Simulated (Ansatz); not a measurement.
A calculation with Ansatz (development build ahead of 0.2.0).

```yaml
crystal:
  periodic: [false, false, false]
  atoms:
    - { symbol: C, position_ang: [-0.00166, 0.03565, -0.60558] }
    - { symbol: O, position_ang: [0.12174, 0.07669, 0.66748] }
    - { symbol: H, position_ang: [-0.04386, -0.99931, -1.07443] }
    - { symbol: H, position_ang: [-0.04179, 0.80833, -1.13094] }
basis:
  gaussian: { orbitals: STO-3G }
hamiltonian:
  xc: hf
correlation:
  method: mp2
  frozen_orbitals: { C: 1, H: 0, O: 1 }
```

The input is written out in the form of the current development build from the run's settings.

Output:

- Converged: yes
- Reference energy: -112.31612 hartree
- Correlation energy: -0.12361 hartree
- Total energy: -112.43973 hartree
- Spin squared of the determinant: 0.000

Caution: no unrestricted run beside it, a lower state can exist.
